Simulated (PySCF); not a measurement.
# Electric field gradients and quadrupole coupling constants

Species: acetyl fluoride, C2H3FO.
SMILES with atom numbers: `[CH3:1][C:2](=[O:3])[F:4]` (hydrogens: H5, H6, H7 on C1)

Geometry (PBE0-D3(BJ)/def2-SVP, Å), atoms numbered from 1 in this order:
```xyz
7
C2H3FO angstrom
C     -0.639   -0.071   -0.121
C      0.836   -0.039    0.104
O      1.640   -0.866   -0.154
F      1.207    1.126    0.663
H     -1.168    0.208    0.800
H     -0.944   -1.068   -0.458
H     -0.900    0.676   -0.886
```

Field gradients from the PBE0/pcSseg-1 density (PySCF, non-relativistic), principal values in atomic units, ordered |Vxx| ≤ |Vyy| ≤ |Vzz|:

```
atom     Vxx     Vyy      Vzz
  O3  0.4750  1.1722  -1.6472
```

Question: Find the asymmetry η = (Vxx − Vyy)/Vzz and the couplings χ = eQV/h (234.96 MHz × Q in barn × V in au), with Q(17O) = −0.0256 b.

Answer: 
| atom | environment | nucleus | η | χzz (MHz) | χxx (MHz) | χyy (MHz) |
| --- | --- | --- | --- | --- | --- | --- |
| O3 | carbonyl oxygen | 17O | 0.42 | 9.91 | -2.86 | -7.05 |

Question: What is Vzz at O3 in SI units (1 au = 9.71736 × 10²¹ V/m²)?

Answer: -1.6472 au = -16.006 × 10²¹ V/m².

Were the hydrogens deuterons (Q(2H) = 0.00286 b), χzz would run from 194 kHz (H7) to 198 kHz (H6).

Geometry: PBE0-D3(BJ)/def2-SVP; no solvent, vibrations or thermal averaging. The basis is small and wasn't made for field gradients, so the couplings can be 20 % off.

These values come from a run that also computed NMR shieldings. The run took 3.9 s on Arm Neoverse V1, one thread, no GPU, shared host, and the process peaked at 0.39 GiB of memory.
